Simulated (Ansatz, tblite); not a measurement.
Equilibrium volume per atom (Å³/atom) of solids drawn from the class of tetrahedrally bonded semiconductors and semimetals, at two levels: GFN2-xTB tight binding with its D4 term, in tblite, supercell at the zone centre, Fermi filling at 1000 K (free energies), no spin polarisation (tblite), and r²SCAN in Ansatz (plane waves, PAW).

```tsv
solid	GFN2-xTB	r²SCAN	shift (%)
2H-SiC	10.47	10.34	-1.2
wurtzite BN (high-pressure phase)	6.06	5.90	-2.6
wurtzite CdSe	31.35	28.87	-7.9
wurtzite AlN	10.73	10.40	-3.1
wurtzite CdS	27.71	25.40	-8.3
wurtzite GaN	10.93	11.37	+4.0
```

The shifts run from -8.3 % to +4.0 %, with a median of -2.9 %.

Over all 6 rows r²SCAN is the larger in 1.

Ansatz's runs of these crystals have no spin polarisation.

Caveats: the method was fitted mainly to molecules (GFN2-xTB: 2H-SiC, wurtzite BN, wurtzite CdSe, wurtzite AlN, wurtzite CdS, wurtzite GaN); the run uses a supercell at the zone centre in place of a k mesh (GFN2-xTB: 2H-SiC, wurtzite BN, wurtzite CdSe, wurtzite AlN, wurtzite CdS, wurtzite GaN). Ansatz's density-functional and Hartree–Fock values are scalar-relativistic unless marked +SOC, with PAW data made under PBE.

Ansatz is a program for electronic structure.
